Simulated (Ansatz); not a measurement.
# AlH (singlet): from Hartree-Fock to the top rungs at distance Al1–H2 = 2.254 Å, cc-pVQZ

One table from this session's results is given with a row withheld; the runs are named, their logs left out.

Program: Ansatz 0.2.0, Gaussian basis. Level of theory: cc-pVQZ, core rule «outside noble gas», up to 5 orbitals frozen. These are calculated values, not measurements.

The runs, in order: UHF; CCSD(T) on RHF; BCCD(T) on RHF; CCSDT(Q) on RHF; CASSCF and NEVPT2, 4 electrons in 5 orbitals; Full CI.

17 further runs of the same task are left out: 10 that didn't finish, 7 set aside as unsound or not needed.

## The system

The geometry derives from a PBE0/def2-TZVP stationary point (not a proven minimum). One bond is set to the value named and the two fragments are kept rigid.

2 atoms, charge 0, spin multiplicity 1.

Atoms are counted from 1 here; the program's logs count them from 0.

No contacts short enough for the rule that draws bonds.

Set-up of the first run:

File in.yaml:

```yaml
crystal:
  periodic: [false, false, false]
  atoms:
    - {symbol: Al, position_ang: [0.000000, 0.000000, 0.000000]}
    - {symbol: H, position_ang: [0.000000, 0.000000, 2.254000]}
basis:
  gaussian: {orbitals: cc-pVQZ}
magnetization: {spin_polarized: true, initial_magnetization: 0}
hamiltonian: {xc: hf}
output: {orbitals: {seedname: orbitals}}
```

The run is started by

```sh
> ansatz run in.yaml --threads 1 --pin off --events-out ev --progress --plain --max-ram 2393MiB
```

Among the steps run: UHF; CCSD(T) on RHF; BCCD(T) on RHF; CCSDT(Q) on RHF; CASSCF and NEVPT2, 4 electrons in 5 orbitals; Full CI.

One table of the session follows, with a row left open; its other results are not shown here.

It belongs to the step «Misses and costs». 

| method | from FCI (meV) |
| --- | --- |
| RHF | ? |
| RMP2 | +648.9 |
| RCCSD | +74.5 |
| RCCSD(T) | +17.4 |
| BCCD(T) | +17.5 |
| RCCSDT | +2.7 |
| RCCSDT(Q) | +0.4 |
| CASSCF valence | +1013.1 |
| NEVPT2 valence | +344.4 |
| FCI | 0 |

Q: Estimate the row for RHF from the others.

**Answer.** from FCI (meV): +2448.5. In the column «from FCI (meV)» it is the highest.
